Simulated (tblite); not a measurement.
# C2H4NO: the cost of one run

Programs: tblite 0.8.0 and PySCF 2.14.0. All values are calculated, for the isolated system unless a continuum is named. Atoms count from 0, parts from 1.

## (1) The system as given

8 atoms, charge -1, multiplicity 1; geometry: rigid parts in contact. Parts: 1 = atoms 0–1, `[OH-]`, charge -1; 2 = atoms 2–7, `CC#N`, charge 0.

## (2) Bringing the parts together with GFN2-xTB

The job: settings as JSON, then the geometry in Å.

```
{"job": {"kind": "dock", "xc": "GFN2-xTB", "basis": "xTB"}, "charge": -1, "multiplicity": 1, "parts": [{"atoms": "0-1", "charge": -1, "multiplicity": 1}, {"atoms": "2-7", "charge": 0, "multiplicity": 1}]}
O      0.489208    -0.013108    -0.005507
H     -0.489208     0.013108     0.005507
C     -1.042183     2.239619    -1.472491
C     -1.847358     2.746634    -0.396039
N     -2.487594     3.149864     0.460183
H     -0.498661     3.060657    -1.938454
H     -0.332654     1.510008    -1.084013
H     -1.683116     1.763017    -2.213246
```

With the program's defaults for keys left out, this is: GFN2-xTB search for minima from random contacts, gas phase.

Command:

```console
OMP_NUM_THREADS=1 python cluster_run.py task.json out
```

The driver reads the jobs from task.json and runs them one after another.

**Question.** How long does this first job take on 1 thread of Intel Xeon 6975P-C, shared host?

About 4.9 s.
